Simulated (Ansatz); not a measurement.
Correlation energies of `CCCC=O` by basis set

```xyz
13

C     1.202   -1.331    0.107
C     0.061   -0.507   -0.462
C    -0.269    0.697    0.397
C    -1.391    1.547   -0.114
O    -2.013    1.335   -1.118
H     1.423   -2.193   -0.526
H     0.962   -1.707    1.106
H     2.118   -0.739    0.191
H     0.305   -0.167   -1.472
H    -0.836   -1.124   -0.568
H    -0.533    0.401    1.422
H     0.602    1.356    0.519
H    -1.630    2.432    0.519
```

The species carries charge 0 and has multiplicity 1. All single points use the PBE0-D4/def2-TZVP geometry. It is one conformer, not always the lowest. Frozen core, restricted reference, Ansatz 0.2.0. CBS rows extrapolate triple and quadruple zeta; past MP2 they add the triple-zeta difference.

```tsv
basis	HF (Eh)	MP2 corr.
def2-SVP	-230.81649	-0.74161
def2-TZVPP	-231.07937	-0.91210
def2-QZVPP	-231.09014	-0.97345
```

(1) Estimate the CCSD correlation energy and the (T) correction in each basis where they were run (hartree).

Results:

(1) 
```
     basis  CCSD corr.       (T)
  def2-SVP    -0.79461  -0.02431
def2-TZVPP    -0.95331  -0.03867
 CBS(def2)    -1.06011     as TZ
```
